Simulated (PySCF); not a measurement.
# PS: a base run and its variants

Base input, run as `python input.py` with PySCF 2.14:

```python
from pyscf import gto, dft

mol = gto.M(
    atom='P 0 0 0; S 0 0 1.661',
    basis='6-311g**',
    charge=0,
    spin=1,
    verbose=3,
)
mf = dft.UKS(mol, xc='mn15')
mf.kernel()
mf.stability(internal=True, external=True)
mf.dip_moment()
print('orbital energies (hartree):', [e[max(0, n-3):n+3].round(4) for e, n in zip(mf.mo_energy, mol.nelec)])
```

Base result: E(SCF) = -739.278834 Eh, ⟨S²⟩ = 0.751, μz(SCF) = -0.15 D, internal stable; real -> complex unstable. The stability test finds a lower solution, so these numbers belong to a saddle point. The bond length is a typed value, not an optimised one. No search for the lowest solution was made.

Wall time 38 s on one thread of a shared host.

Each row names what differs from the base; energies in brackets are changes from the base.

| change | result |
| --- | --- |
| basis set: 6-311g** → cc-pvdz-dk; spin-free X2C: off → on | E(SCF) = -741.379770 Eh, ⟨S²⟩ = 0.751, μz(SCF) = -0.11 D, internal stable; real -> complex unstable |
| functional: mn15 → hse06 | E(SCF) = -739.236527 Eh, ⟨S²⟩ = 0.753, μz(SCF) = -0.10 D, internal stable; real -> complex stable |
| charge: 0 → 2 [another spin of the ion may lie lower] | E(SCF) = -738.269901 Eh (+27.4545 eV), ⟨S²⟩ = 0.759, internal stable; real -> complex stable |
